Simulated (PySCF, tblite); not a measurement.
# C₄H₅F: geometry, infrared bands, NMR shifts and spin-spin couplings

What infrared bands, NMR shifts and spin-spin couplings should C₄H₅F (`C[C@@H]1C=C1F`) show?

Computed with tblite 0.8.0 and PySCF 2.14.0, with density-fitted response routines of our own, on a single molecule in the gas phase. Atoms are numbered from 0 throughout.

## (1) The molecule as given

10 atoms, charge 0, multiplicity 1; geometry from: force field or distance geometry start.

Bonds of the start (Å): C0–C1 1.49, C1–C2 1.48, C2–C3 1.32, C3–F4 1.36, C3–C1 1.50, C0–H5 1.11, C0–H6 1.12, C0–H7 1.11, C1–H8 1.11, C2–H9 1.10.

## (2) Optimising the geometry with GFN2-xTB

What the job is given:

```
{"job": {"kind": "relax", "xc": "GFN2-xTB", "basis": "xTB"}, "charge": 0, "multiplicity": 1}
C     -1.236100     0.009500    -0.210700
C      0.050400    -0.027100     0.531100
C      1.208000     0.734100     0.007600
C      1.275000    -0.581000    -0.127400
F      1.890900    -1.739600    -0.499400
H     -1.559700     1.048600    -0.440600
H     -2.027500    -0.506700     0.396400
H     -1.178500    -0.540200    -1.168700
H     -0.034600    -0.132800     1.635300
H      1.621000     1.739900    -0.146100
```

Launch:

```
$ OMP_NUM_THREADS=1 python probes_run.py task.json out
```

One launch serves the whole session: the jobs run in the order shown.

**Question.** This job is followed by: GFN2-xTB harmonic vibrations, gas phase; GIAO PBE0/pcSseg-1 NMR shielding, non-relativistic, gas phase; B3LYP/pcJ-1 indirect spin-spin coupling, non-relativistic, gas phase. Predict these results of the whole session: strongest single infrared mode (GFN2-xTB); zero-point energy (GFN2-xTB); 13C shifts against TMS (PBE0/pcSseg-1); 1H shifts against TMS (PBE0/pcSseg-1, means over atoms taken as alike); 19F shifts against CFCl3 (PBE0/pcSseg-1); surface potential, 1st and 99th percentile; largest coupling of the table (B3LYP/pcJ-1).

The runs gave:

```
                                                              quantity                        value
                             strongest single infrared mode (GFN2-xTB)        1918 cm⁻¹, 149 km/mol
                                          zero-point energy (GFN2-xTB)                47.6 kcal/mol
                                13C shifts against TMS (PBE0/pcSseg-1)  167.5, 83.5, 32.2, 25.6 ppm
1H shifts against TMS (PBE0/pcSseg-1, means over atoms taken as alike)         5.21, 2.59, 1.33 ppm
                              19F shifts against CFCl3 (PBE0/pcSseg-1)                   -139.1 ppm
                                 surface potential, 1st and 99th percentile           -0.56 V and 1.15 V
                           largest coupling of the table (B3LYP/pcJ-1)     1J(C,F) C3–F4, -523.8 Hz
```

What this shows: The optimisation took 48 steps and gained 0.244 eV; among the close pairs (by a distance rule), C1–C2 changed most, from 1.481 to 1.528 Å. No mode is imaginary among the 24: a minimum at this level. The strongest single mode, at 1918 cm⁻¹, moves mainly C3. GFN2-xTB is a fitted tight-binding method: band positions and strengths are rough. Its intensities can rank the bands wrongly. H9 (hydrogen on an alkene CH) lies farthest downfield among hydrogen, at 5.21 ppm; a vinylic proton, deshielded by the sp2 carbon and the C=C anisotropy. At PBE0/pcSseg-1: The widest tensor belongs to F4: span 344 ppm, with a paramagnetic part of -161 ppm. In the run at B3LYP/pcJ-1, the largest coupling of the table is C3–F4, -523.8 Hz, of which the Fermi-contact term gives -491.4 Hz. Couplings across rotatable bonds belong to this one conformer; where others are populated, the observed values are averages.
